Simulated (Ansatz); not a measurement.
fcc Sr, treated with r²SCAN in Ansatz (PAW).

Settings: plane-wave cutoff 600 eV, 18×18×18 k mesh, Fermi–Dirac smearing 0.044 eV (set by the program), scalar-relativistic PAW data made under PBE.

Computed at the level's own relaxed cell.

Hill averages of the elastic tensor: K = 11.7 GPa, G = 5.2 GPa. Volume 56.772 Å³/atom, mean atomic mass 87.620 u.

**Question.** Work out the density, the sound velocities of a polycrystal and the elastic Debye temperature, and Pugh's ratio at this level.

**Answer.** ρ = 1.66054 × 87.620/56.772 = 2.563 g/cm³. v_l = √[(K + 4G/3)/ρ] = 2.696 km/s and v_t = √(G/ρ) = 1.424 km/s. The mean follows from 3/v_m³ = 1/v_l³ + 2/v_t³: v_m = 1.592 km/s. Θ_D = (ħ/k_B) v_m (6π²/V)^(1/3) = 76.38 K Å s/km × 1.592 × 1.0142 Å⁻¹ = 123 K, counting all atoms of the cell. K/G = 2.25, to be set beside Pugh's rough bound of 1.75 between brittle and ductile metals.

Ansatz is a quantum-chemistry and plane-wave program.
